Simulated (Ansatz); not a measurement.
The input, for Ansatz 0.2.0:

```yaml
crystal:
  periodic: [false, false, false]
  atoms:
    - {symbol: C, position_ang: [0.000000, 0.000000, 1.682800]}
    - {symbol: Si, position_ang: [0.000000, 0.000000, -0.047400]}
    - {symbol: F, position_ang: [0.000000, 0.000000, -1.635400]}
basis:
  gaussian: {orbitals: def2-SVP}
total_charge: 1
magnetization: {spin_polarized: false}
correlation: {method: ccsdt, electrons: valence}
```

```sh
$ ansatz run in.yaml --threads 1 --pin off --events-out ev --progress --plain --max-ram 2393MiB
```

Roughly how long does this take on 1 thread of Arm Neoverse V2, shared host, and how much host memory?

9.5 s wall and 0.24 GiB.

```
733 factors; integrals over basis functions are off by at most 2.2e-7 eV
mean field evaluation 1: about -11572.3967 eV, gradient 5.4e1 eV
mean field evaluation 2: about -11572.3975 eV, gradient 5.4e1 eV
mean field evaluation 4: about -11577.6314 eV, gradient 2.3e0 eV
mean field evaluation 8: about -11577.6863 eV, gradient 3.4e-1 eV
mean field evaluation 16: about -11572.3964 eV, gradient 5.4e1 eV
mean field evaluation 32: about -11577.6897 eV, gradient 3.0e-6 eV
mean field evaluation 64: about -11573.4396 eV, gradient 1.3e-4 eV
mean field evaluation 96: about -11577.6890 eV, gradient 3.5e-1 eV
mean field evaluation 128: about -11577.6897 eV, gradient 2.6e-3 eV
mean field evaluation 160: about -11573.4396 eV, gradient 1.4e-3 eV
...
cycle  26  -11.18075770 eV  change    1.2e-6 eV  update   1.5e-5
cycle  27  -11.18074580 eV  change    1.2e-5 eV  update   1.3e-5
cycle  28  -11.18073240 eV  change    1.3e-5 eV  update   1.0e-5
cycle  29  -11.18072156 eV  change    1.1e-5 eV  update   9.5e-6
cycle  30  -11.18070605 eV  change    1.6e-5 eV  update   8.5e-6
cycle  31  -11.18069311 eV  change    1.3e-5 eV  update   6.1e-6
cycle  32  -11.18068160 eV  change    1.2e-5 eV  update   4.5e-6
cycle  33  -11.18067319 eV  change    8.4e-6 eV  update   3.0e-6
cycle  34  -11.18066920 eV  change    4.0e-6 eV  update   1.8e-6
cycle  35  -11.18066771 eV  change    1.5e-6 eV  update   1.1e-6
Total energy: -11588.87035898 eV, -425.8831304739 hartree
```
